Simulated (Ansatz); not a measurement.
Program: Ansatz. Geometries: PBE0-D4/def2-TZVP. ΔE: electronic, gas phase. CCSD(T)/CBS is the MP2 limit (def2-TZVPP, def2-QZVPP) plus CCSD(T) − MP2 in def2-TZVPP, frozen cores. This one scheme is used for every species. DFT in def2-TZVPP. Each species was taken in one conformer, which may not be the lowest.

Consider the hydrogenolysis of a C–C bond: `C=CC=CC=N` + H₂ → `C=CC=N` + ethylene.

| level | ΔE (eV) |
| --- | --- |
| PBE0 | -0.01 |
| MP2/CBS(def2) | 0.05 |

What does CCSD(T)/CBS give? (Best estimate.)

The calculation gave: -0.06 eV. The listed levels differ from it by 0.05, 0.11 eV.

Largest T1 diagnostic among the species: 0.012.

The D4 term adds +0.08 eV with B3LYP and +0.05 eV with PBE0; it sums over pairs of atoms, weighted by their polarisabilities, and B3LYP, whose exchange is more repulsive, gets the larger term. From PBE to PBE0 (25 % exact exchange), in def2-TZVPP and without D4, ΔE moves by −0.07 eV. In def2-TZVPP, CCSD(T) changes the Hartree–Fock value by +0.20 eV (the triples alone add +0.07 eV) and MP2 by +0.32 eV.

B3LYP here is the variant with VWN-RPA as its local correlation; programs differ in this.
